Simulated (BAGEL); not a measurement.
**AlNH6 (Al(NH3)H3) at HF/aug-cc-pVDZ (density fitting with qzvpp-jkfit)**

What is the energy change on altering one bond length of AlNH6 (Al(NH3)H3) at HF/aug-cc-pVDZ (density fitting with qzvpp-jkfit)? 

Program for the calculation: BAGEL 1.2.2.

4 further runs of the same task are left out: 1 that didn't finish, 3 set aside as unsound or not needed.

### Step 1. Starting point

AlNH6 has 8 atoms, charge 0, and is taken as a singlet. SMILES: `[H][Al]([H])([H])<-[NH3]`. The shape comes from GFN2-xTB, which is rough for such elements, and wasn't checked as a minimum.

Bond lengths: Al1–N2 2.053 Å, N2–H3 1.017 Å, N2–H4 1.018 Å, N2–H5 1.018 Å, Al1–H6 1.570 Å, Al1–H7 1.570 Å, Al1–H8 1.571 Å. Some angles: Al1–N2–H3 110.9°, Al1–N2–H4 110.3°, Al1–N2–H5 110.8°, N2–Al1–H6 97.7°, N2–Al1–H7 97.7°, N2–Al1–H8 97.9°, H3–N2–H4 108.2°, H3–N2–H5 108.3°, H4–N2–H5 108.2°, H6–Al1–H7 118.1°.

### Step 2. A single-point energy at HF/aug-cc-pVDZ (density fitting with qzvpp-jkfit)

File input.json:

```json
{ "bagel": [

{
  "title": "molecule",
  "basis": "aug-cc-pvdz.json",
  "df_basis": "qzvpp-jkfit",
  "angstrom": true,
  "geometry": [
    { "atom": "Al", "xyz": [      -0.003210,       0.003300,      -1.081610 ] },
    { "atom": "N", "xyz": [       0.001320,      -0.005080,       0.971240 ] },
    { "atom": "H", "xyz": [      -0.947740,       0.031660,       1.336200 ] },
    { "atom": "H", "xyz": [       0.509990,       0.801710,       1.326690 ] },
    { "atom": "H", "xyz": [       0.448970,      -0.846490,       1.328250 ] },
    { "atom": "H", "xyz": [       1.552450,      -0.025230,      -1.294610 ] },
    { "atom": "H", "xyz": [      -0.753790,       1.367490,      -1.284780 ] },
    { "atom": "H", "xyz": [      -0.807980,      -1.327350,      -1.301380 ] }
  ]
},

{ "title": "hf" },

{ "title": "print", "file": "orbitals.molden", "orbitals": true }

]}
```

The basis set aug-cc-pVDZ is read from a file made from the Basis Set Exchange's data (not shown).

The run is started by

```
BAGEL_NUM_THREADS=1 BAGEL input.json > input.out
```

The log of the run:

```text
* using 1 threads per process

  ===============================================================
  ===============================================================

  *** Geometry ***

  { "atom" : "Al", "xyz" : [     -0.006066,      0.006236,     -2.043947 ] },
  { "atom" : "N", "xyz" : [      0.002494,     -0.009600,      1.835378 ] },
  { "atom" : "H", "xyz" : [     -1.790969,      0.059829,      2.525052 ] },
  { "atom" : "H", "xyz" : [      0.963741,      1.515012,      2.507081 ] },
  { "atom" : "H", "xyz" : [      0.848430,     -1.599634,      2.510029 ] },
  { "atom" : "H", "xyz" : [      2.933705,     -0.047678,     -2.446458 ] },
  { "atom" : "H", "xyz" : [     -1.424457,      2.584182,     -2.427882 ] },
  { "atom" : "H", "xyz" : [     -1.526861,     -2.508328,     -2.459252 ] },

  Number of auxiliary basis functions:      313

  Since a DF basis is specified, we compute 2- and 3-index integrals:
    o Being stored without compression. Storage requirement is 0.027 GB

  Number of basis functions:      104
  Number of electrons      :       26

    * METHOD: MOLECULE                             0.14

  *** RHF ***

  === Nuclear Repulsion ===
    62.5849488281

      * DIIS with orbital gradients will be used.

  === RHF iteration (aug-cc-pvdz.json) ===
      0       -299.53587633          0.02522861           0.03
      1       -299.77241495          0.01720963           0.03
      2       -299.87328899          0.00203059           0.03
      3       -299.87514477          0.00028655           0.03
      4       -299.87518985          0.00006652           0.03
      5       -299.87519247          0.00001503           0.03
      6       -299.87519263          0.00000299           0.03
      7       -299.87519263          0.00000078           0.03
      8       -299.87519264          0.00000020           0.03
      9       -299.87519264          0.00000003           0.03
     10       -299.87519264          0.00000001           0.03
    * SCF iteration converged.

    * Permanent dipole moment:
           (   -0.004979,     0.007708,    -2.037698) a.u.

    * METHOD: HF                                   0.47

    * METHOD: PRINT                                0.03

  ===============================================================
```

Run time: 0.77 s. Hardware: 1 thread of Arm Neoverse V1, shared host; peak memory 0.092 GiB.

### Step 3. The distorted shape, same level

File calc.json:

```json
{ "bagel": [

{
  "title": "molecule",
  "basis": "aug-cc-pvdz.json",
  "df_basis": "qzvpp-jkfit",
  "angstrom": true,
  "geometry": [
    { "atom": "Al", "xyz": [   -0.008646,    0.013356,   -3.545011 ] },
    { "atom": "N", "xyz": [    0.001320,   -0.005080,    0.971240 ] },
    { "atom": "H", "xyz": [   -0.947740,    0.031660,    1.336200 ] },
    { "atom": "H", "xyz": [    0.509990,    0.801710,    1.326690 ] },
    { "atom": "H", "xyz": [    0.448970,   -0.846490,    1.328250 ] },
    { "atom": "H", "xyz": [    1.547014,   -0.015174,   -3.758011 ] },
    { "atom": "H", "xyz": [   -0.759226,    1.377546,   -3.748181 ] },
    { "atom": "H", "xyz": [   -0.813416,   -1.317294,   -3.764781 ] }
  ]
},
{
  "title": "hf"
},
{
  "title": "print",
  "file": "orbitals.molden",
  "orbitals": true
}

]}
```

The basis set aug-cc-pVDZ is read from a file made from the Basis Set Exchange's data (not shown).

The run is started by

```
BAGEL_NUM_THREADS=1 BAGEL calc.json > calc.out
```

The log of the run:

```text
* using 1 threads per process

  ===============================================================
  ===============================================================

  *** Geometry ***

  { "atom" : "Al", "xyz" : [     -0.016339,      0.025239,     -6.699100 ] },
  { "atom" : "N", "xyz" : [      0.002494,     -0.009600,      1.835378 ] },
  { "atom" : "H", "xyz" : [     -1.790969,      0.059829,      2.525052 ] },
  { "atom" : "H", "xyz" : [      0.963741,      1.515012,      2.507081 ] },
  { "atom" : "H", "xyz" : [      0.848430,     -1.599634,      2.510029 ] },
  { "atom" : "H", "xyz" : [      2.923433,     -0.028675,     -7.101612 ] },
  { "atom" : "H", "xyz" : [     -1.434729,      2.603185,     -7.083036 ] },
  { "atom" : "H", "xyz" : [     -1.537133,     -2.489325,     -7.114405 ] },

  Number of auxiliary basis functions:      313

  Since a DF basis is specified, we compute 2- and 3-index integrals:
    o Being stored without compression. Storage requirement is 0.027 GB

  Number of basis functions:      104
  Number of electrons      :       26

    * METHOD: MOLECULE                             0.12

  *** RHF ***

  === Nuclear Repulsion ===
    43.5453363601

      * DIIS with orbital gradients will be used.

  === RHF iteration (aug-cc-pvdz.json) ===
      0       -299.53646567          0.02229549           0.03
      1       -299.73656208          0.01583444           0.03
      2       -299.83508609          0.00160896           0.03
      3       -299.83648587          0.00029524           0.03
      4       -299.83653087          0.00004540           0.03
      5       -299.83653300          0.00001118           0.03
      6       -299.83653315          0.00000282           0.03
      7       -299.83653316          0.00000063           0.03
      8       -299.83653316          0.00000017           0.03
      9       -299.83653316          0.00000007           0.05
     10       -299.83653316          0.00000002           0.04
     11       -299.83653316          0.00000000           0.03
    * SCF iteration converged.

    * Permanent dipole moment:
           (   -0.003779,     0.003203,    -1.151153) a.u.

    * METHOD: HF                                   0.54

    * METHOD: PRINT                                0.03

  ===============================================================
```

Wall time 0.83 s (1 thread of Arm Neoverse V1, shared host); peak memory 0.092 GiB.

### Step 4. What came out

Level: HF/aug-cc-pVDZ (density fitting with qzvpp-jkfit).

```
                                                          quantity          value
                                         first shape: total energy  -299.87519 Eh
                                        first shape: dipole moment         5.18 D
                                          first shape: HOMO energy      -10.64 eV
                                          first shape: LUMO energy        0.48 eV
                                        first shape: HOMO–LUMO gap       11.13 eV
                                     distorted shape: total energy  -299.83653 Eh
                                    distorted shape: dipole moment         2.93 D
                                      distorted shape: HOMO energy      -11.43 eV
                                      distorted shape: LUMO energy        0.62 eV
                                    distorted shape: HOMO–LUMO gap       12.05 eV
energy change with the Al1–N2 bond stretched from 2.053 to 4.516 Å       1.052 eV
```

With the Al1–N2 bond stretched from 2.053 to 4.516 Å the energy rises by 1.05 eV (102 kJ/mol). The first shape isn't relaxed at this level, so the change isn't measured from a minimum.
